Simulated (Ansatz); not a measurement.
Z-matrix (Å, degrees):
```
C
O 1 1.3529
H 1 1.1115 2 114.37
H 1 1.1115 3 111.78 2 132.01
H 1 1.1226 3 104.84 4 113.08
```
Charge 0, spin multiplicity 2.

These are frozen-core CCSD(T)/cc-pVTZ // PBE-D3(BJ)/def2-TZVP (Ansatz, a first-principles code) values and carry that method's errors.

```yaml
HF energy: -114.46401 Ha
MP2 correlation energy: -0.36927 Ha
```

Task: Estimate the CCSD correlation energy, the (T) correction, the total energy and the T1 diagnostic.

Result: 
| Property | Value |
|---|---|
| CCSD correlation energy | -0.39715 Ha |
| (T) correction | -0.01285 Ha |
| CCSD(T) total energy | -114.87401 Ha |
| T1 diagnostic | 0.019 |
